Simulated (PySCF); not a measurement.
An unknown is described by computed data only.

Formula: C5H4O.

- Couplings: largest of the computed one-bond spin–spin couplings (means over like bonds): 13C–1H +279.1, 13C–13C +201.6, 13C–1H +181.6, 13C–1H +174.3, 13C–1H +173.3, 13C–13C +97.7, 13C–13C +75.6, 13C–13C +56.9 Hz [B3LYP/pcJ-1, spin–dipole term left out]
- NMR, other nuclei: isotropic shieldings of nuclei other than C and H, by class: -320 (1 O) ppm [GIAO KT2/pcSseg-2]
- 13C NMR: chemical shifts (computed TMS as zero) by class: 184.4 (1 C), 144.4 (1 C), 126.8 (1 C), 93.5 (1 C), 79.8 (1 C) ppm [GIAO KT2/pcSseg-2]
- Triplet: lowest triplet excitation (Tamm–Dancoff): 2.72 eV [TDA PBE0/def2-SVPD]
- UV, strongest line: among the 10 lowest singlet transitions: S3 at 4.78 eV (259 nm, f = 0.311) [TDDFT PBE0/def2-SVPD]
- UV, first state: lowest singlet excitation: 3.22 eV (385 nm, f = 0.000) [TDDFT PBE0/def2-SVPD]
- Rotational structure: rotational constants A, B, C: 10.021, 1.985, 1.657 GHz [PBE0-D3(BJ)/def2-SVP]
- 1H NMR: chemical shifts (computed TMS as zero) by class: 10.44 (1 H), 6.64 (1 H), 6.22 (1 H), 3.86 (1 H) ppm [GIAO KT2/pcSseg-2]
- Dipole: 3.47 D [PBE0/def2-SVPD]
- Polarisability: 67.0 au [PBE0/def2-SVPD]

Electronic properties: PySCF, gas phase, density fitting. Levels stand in brackets. One conformer (not necessarily the lowest) at the PBE0-D3(BJ)/def2-SVP geometry, without solvent, vibrations or thermal averaging. NMR values are class means; diastereotopic atoms form classes of their own.

Problem. Give a SMILES that accounts for the data.

Solution. Numbering: `[CH:1]#[C:2]/[CH:3]=[CH:4]\[CH:5]=[O:6]`. Its formula, C5H4O, gives 4 degrees of unsaturation: 0 rings and 4 π bonds in the structure found. 5 carbons fall into 5 classes; from least to most shielded: aldehyde carbon [C5] (184.4 ppm), alkene CH carbon [C4] (144.4 ppm), alkene CH carbon [C3] (126.8 ppm), terminal alkyne carbon [C1] (93.5 ppm), alkyne carbon [C2] (79.8 ppm). Hydrogen classes from least to most shielded: 1 H on an aldehyde carbon, C5 (10.44 ppm), 1 H on an alkene CH carbon, C3 (6.64 ppm), 1 H on an alkene CH carbon, C4 (6.22 ppm), 1 H on a terminal alkyne carbon, C1 (3.86 ppm). The other shieldings belong to: -320 ppm, aldehyde oxygen [O6]. The couplings run between: +279.1 Hz, terminal alkyne carbon [C1] and its hydrogen; +201.6 Hz, terminal alkyne carbon [C1] and alkyne carbon [C2]; +181.6 Hz, aldehyde carbon [C5] and its hydrogen; +174.3 Hz, alkene CH carbon [C3] and its hydrogen; +173.3 Hz, alkene CH carbon [C4] and its hydrogen; +97.7 Hz, alkyne carbon [C2] and alkene CH carbon [C3]; +75.6 Hz, alkene CH carbon [C3] and alkene CH carbon [C4]; +56.9 Hz, alkene CH carbon [C4] and aldehyde carbon [C5]. S1 is mainly HOMO→LUMO (weight 0.96); the largest Löwdin shares of the orbital it empties are 0.58 on the aldehyde oxygen, 0.14 on the aldehyde carbon, 0.08 on an alkene CH carbon and 0.08 on the formyl hydrogen, of the orbital it fills 0.23 on an alkene CH carbon, 0.18 on the aldehyde oxygen, 0.17 on an alkene CH carbon and 0.15 on the aldehyde carbon. The optimised geometry has point group Cs and is an asymmetric top. Structure: `C#C/C=C\C=O`. Computed isomers that give other values at the same levels: `CC#CC=C=O` (rotational constant A: 17.696 GHz; this holds for the one conformer computed); `O=C1C=CC=C1` (rotational constant A: 8.174 GHz; this holds for the one conformer computed); `C#CC(=C)C=O` (rotational constant A: 8.398 GHz; this holds for the one conformer computed). The assignments are read from this structure; whether some other isomer fits the data as well wasn't checked.

Conformer computed: `[CH:1]#[C:2]/[CH:3]=[CH:4]\[CH:5]=[O:6]`: C3–C4–C5–O6 180°.
